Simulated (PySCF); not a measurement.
Level of theory: PBE0/[Mg def2-TZVP, H def2-TZVP], no relativity, density fitting, PySCF.

```xyz
3
charge 0 multiplicity 1, angstrom
Mg    0.0000    0.0000    0.0000
H     0.0000    0.0000    1.7057
H     0.0000    0.0000   -1.7057
```

MgH₂ (singlet), along the line from Mg1 (at 0) through H2 (at 1.706 Å).

**Question.** Tabulate the fields along this line at -0.51, -0.43, -0.34, -0.26, -0.17, -0.09, 0.09, 0.17, 0.26, 0.34, 0.43, 0.51, 0.60, 0.68, 0.77, 0.85, 0.94, 1.02, 1.11, 1.19, 1.28, 1.36, 1.45, 1.54, 1.62, 1.79, 1.88, 1.96, 2.05, 2.13, 2.22, 2.30, 2.39, 2.47, 2.56, 2.64, 2.73 Å.

**Answer.** 
| distance (Å) | electron density (e/Å³) | electron localisation function | electrostatic potential (V) |
| --- | --- | --- | --- |
| -0.51 | 2.73 | 0.683 | 43.8 |
| -0.43 | 6 | 0.83 | 66 |
| -0.34 | 12.9 | 0.867 | 109 |
| -0.26 | 25.7 | 0.818 | 204 |
| -0.17 | 45 | 0.412 | 442 |
| -0.09 | 198 | 0.547 | 1280 |
| 0.09 | 198 | 0.547 | 1280 |
| 0.17 | 45 | 0.412 | 442 |
| 0.26 | 25.7 | 0.818 | 204 |
| 0.34 | 12.9 | 0.867 | 109 |
| 0.43 | 6 | 0.83 | 66 |
| 0.51 | 2.73 | 0.683 | 43.8 |
| 0.60 | 1.29 | 0.365 | 31.1 |
| 0.68 | 0.678 | 0.117 | 22.9 |
| 0.77 | 0.438 | 0.0594 | 17.3 |
| 0.85 | 0.371 | 0.0987 | 13.3 |
| 0.94 | 0.383 | 0.336 | 10.5 |
| 1.02 | 0.436 | 0.775 | 8.69 |
| 1.11 | 0.517 | 0.961 | 8.01 |
| 1.19 | 0.624 | 0.994 | 8.67 |
| 1.28 | 0.762 | 0.999 | 11.2 |
| 1.36 | 0.944 | 1 | 16.9 |
| 1.45 | 1.19 | 1 | 28.6 |
| 1.54 | 1.52 | 1 | 54.8 |
| 1.62 | 1.97 | 1 | 138 |
| 1.79 | 1.84 | 1 | 138 |
| 1.88 | 1.31 | 1 | 54.6 |
| 1.96 | 0.932 | 1 | 28 |
| 2.05 | 0.658 | 1 | 15.7 |
| 2.13 | 0.469 | 1 | 9.08 |
| 2.22 | 0.337 | 1 | 5.19 |
| 2.30 | 0.243 | 1 | 2.81 |
| 2.39 | 0.176 | 1 | 1.32 |
| 2.47 | 0.128 | 1 | 0.383 |
| 2.56 | 0.0938 | 1 | -0.214 |
| 2.64 | 0.0694 | 1 | -0.593 |
| 2.73 | 0.0517 | 1 | -0.829 |

On a grid of 0.09 Å the density has a local minimum along the bond near 0.85 Å from Mg, at 0.37 e/Å³, where the ELF is 0.10.
